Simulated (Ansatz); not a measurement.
hcp Co was calculated with BLYP in Ansatz (plane waves, PAW).

Run with plane-wave cutoff 520 eV, 24×24×14 k mesh (along the axes of the cell as run), Fermi–Dirac smearing 0.05 eV, spin-polarised with parallel moments, scalar-relativistic PAW data made under PBE.

Cell (measured lattice):

```cif
data_Co2
_chemical_formula_sum 'Co2'
_space_group_name_H-M_alt 'P 1'
_space_group_IT_number 1
_cell_length_a 2.50710
_cell_length_b 2.50710
_cell_length_c 4.07000
_cell_angle_alpha 90.000
_cell_angle_beta 90.000
_cell_angle_gamma 120.000
loop_
_space_group_symop_operation_xyz
  'x, y, z'
loop_
_atom_site_label
_atom_site_type_symbol
_atom_site_fract_x
_atom_site_fract_y
_atom_site_fract_z
_atom_site_occupancy
Co1 Co 0.33333 0.66667 0.25000 1
Co2 Co 0.66667 0.33333 0.75000 1
```
Starting moments (μB, in the order of the record's atoms Co Co): 1.8 1.8.

Task: Give the computed magnetic moment per atom (the cell's total over its atoms).

Result: 
- magnetic moment per atom (the cell's total over its atoms): 1.61 μB

The run finds no gap.

Note: cell and atoms aren't relaxed at this level (pressure 4.9 GPa).

Moments are spin moments.

The computed numbers hold no vibrational or temperature effects.

The result took around 50 core-seconds (rough).

Ansatz is an electronic-structure program.
